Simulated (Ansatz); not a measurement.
`C=NC1C=N1` + H₂ → `C1=NC1` + `C=N` at 400 K and 1 bar (hydrogenolysis of a C–N bond).

Program: Ansatz. Geometries: PBE0-D4/def2-TZVP. ΔE: electronic, gas phase. CCSD(T)/CBS is the MP2 limit (def2-TZVPP, def2-QZVPP) plus CCSD(T) − MP2 in def2-TZVPP, frozen cores. This one scheme is used for every species. Each species was taken in one conformer, which may not be the lowest.

```tsv
species	CCSD(T)/CBS energy (Eh)	H − E (kJ/mol)	S (J/(mol·K))
`C=NC1C=N1`	-225.85000	199.8	317.7
H₂	-1.17544	38.0	139.0
`C1=NC1`	-132.51911	134.8	260.4
`C=N`	-94.52360	119.4	238.9
```

H − E and S are ideal-gas, rigid-rotor, harmonic terms from PBE0-D4/def2-TZVP, for one conformer and one mirror image of each species. The MP2-based limit puts H₂ 0.8 mEh under its directly extrapolated value; such offsets cancel only in part. 1 Eh = 2625.50 kJ/mol, R = 8.31446 J/(mol·K).

Task: By hand: ΔE, ΔH, ΔS and ΔG.

Result: ΔE = (-132.51911) + (-94.52360) − (-225.85000) − (-1.17544) = -0.01727 Eh = -45.3 kJ/mol. Δ(H − E) = 134.8 + 119.4 − 199.8 − 38.0 = 16.4, so ΔH = -28.9 kJ/mol. ΔS = 260.4 + 238.9 − 317.7 − 139.0 = 42.6 J/(mol·K). ΔG = -28.9 − 400 × (42.6)/1000 = -45.9 kJ/mol.

Task: By hand: the equilibrium constant, and the temperature at which ΔG would vanish if ΔH and ΔS stayed fixed.

Result: log₁₀ K = −ΔG/(RT ln 10) = 6.0. ΔH and −TΔS have one sign here, so there is no such temperature.

TΔS isn't small against ΔH here. A doubt of 5 kJ/mol in ΔE shifts log₁₀ K by 0.7 here. Other conformers and mirror images would add mixing entropy, several J/(mol·K) or more a flexible species. These are equilibria of isolated gas molecules and say nothing of rates. Largest T1 diagnostic: 0.013 (customary marks: 0.02 for closed shells, 0.045 for open ones).
